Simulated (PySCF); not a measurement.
Species: C5H7F.
SMILES with atom numbers: `[CH2:1]=[C:2]([CH3:3])/[CH:4]=[CH:5]\[F:6]` (hydrogens: H7, H8 on C1; H9, H10, H11 on C3; H12 on C4; H13 on C5)

Jobs on this species (13 atoms, 46 electrons) with PySCF (density fitting). Hardware of each: an Arm Neoverse V2 with one thread, no GPU, shared host. Times come from a shared host and carry two figures at best. Peak memory is the resident size of the whole Python process, interpreter and libraries included.

```json
{"level and settings": "delta-SCF UKS SCAN, pcX-1 on the ionised atom, pcseg-1 elsewhere, spin-free X2C", "work": "ΔSCF core ionisation, 6 holes", "basis functions": "129", "SCF cycles": "?", "wall time": "?", "peak memory": "?"}
{"level and settings": "delta-SCF UKS SCAN, def2-TZVP on the ionised atom, pcseg-1 elsewhere, spin-free X2C", "work": "ΔSCF core ionisation, 6 holes", "basis functions": "136", "SCF cycles": "?", "wall time": "?", "peak memory": "?"}
{"level and settings": "delta-SCF UKS HF, pcX-2 on the ionised atom, pcseg-1 elsewhere, spin-free X2C", "work": "ΔSCF core ionisation, 6 holes", "basis functions": "150", "SCF cycles": "127", "wall time": "32 s", "peak memory": "0.53 GiB"}
{"level and settings": "delta-SCF UKS PBE0, pcX-2 on the ionised atom, pcseg-1 elsewhere, spin-free X2C", "work": "ΔSCF core ionisation, 6 holes", "basis functions": "150", "SCF cycles": "100", "wall time": "46 s", "peak memory": "0.58 GiB"}
{"level and settings": "delta-SCF UKS B3LYP, pcX-2 on the ionised atom, pcseg-1 elsewhere, spin-free X2C", "work": "ΔSCF core ionisation, 6 holes", "basis functions": "150", "SCF cycles": "101", "wall time": "47 s", "peak memory": "0.60 GiB"}
{"level and settings": "delta-SCF UKS PBE, pcX-2 on the ionised atom, pcseg-1 elsewhere, spin-free X2C", "work": "ΔSCF core ionisation, 6 holes", "basis functions": "150", "SCF cycles": "109", "wall time": "26 s", "peak memory": "0.54 GiB"}
{"level and settings": "delta-SCF UKS SCAN, pcX-2 on the ionised atom, pcseg-1 elsewhere, non-relativistic", "work": "ΔSCF core ionisation, 6 holes", "basis functions": "150", "SCF cycles": "132", "wall time": "52 s", "peak memory": "0.53 GiB"}
{"level and settings": "delta-SCF UKS SCAN, pcX-2 on the ionised atom, pcseg-1 elsewhere, spin-free X2C", "work": "ΔSCF core ionisation, 6 holes", "basis functions": "150", "SCF cycles": "132", "wall time": "51 s", "peak memory": "0.52 GiB"}
{"level and settings": "PBE0-D3(BJ)/def2-SVP, grid level 1", "work": "geometry optimisation from a GFN2-xTB start shaken at random", "basis functions": "119", "SCF cycles": "46", "wall time": "33 s", "peak memory": "0.49 GiB"}
```

Fill in the missing figures.

- delta-SCF UKS SCAN, pcX-1 on the ionised atom, pcseg-1 elsewhere, spin-free X2C; ΔSCF core ionisation, 6 holes: 45 s, 0.53 GiB, 132 SCF cycles
- delta-SCF UKS SCAN, def2-TZVP on the ionised atom, pcseg-1 elsewhere, spin-free X2C; ΔSCF core ionisation, 6 holes: 50 s, 0.53 GiB, 130 SCF cycles

What do all jobs in the table cost together?

About 6.4 min; the longest takes about 14 % of that, and about 2 times as long as the shortest.
